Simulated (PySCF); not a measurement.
## Vertical ionisation energy: calculation against experiment

Energies: PBE0-D3(BJ)/ma-def2-TZVP (PySCF, density fitting, integration grid level 2) on PBE0-D3(BJ)/ma-def2-SVP structures.

| molecule | computed / eV | measured / eV | difference |
| --- | --- | --- | --- |
| sulfur dimer, `[S][S]` (S2, triplet) | 9.75 | 9.55 | 0.20 |
| methylenimine, `C=N` (CH3N) | 10.53 | 10.70 | -0.17 |
| hydroperoxo, `[O]O` (HO2•, doublet) | 11.44 | 11.54 | -0.10 |
| `FCl` (ClF) | 12.74 | 12.77 | -0.03 |

Measured values: NIST Chemistry WebBook, evaluated or the median of agreeing entries (photoelectron band maxima). Mean signed difference -0.03 eV, mean absolute 0.13 eV, over these rows.

**Question.** What do calculation and experiment give for sulfur dioxide, `O=S=O` (O2S)?

**Answer.** Computed 12.45 eV, measured 12.50 eV.
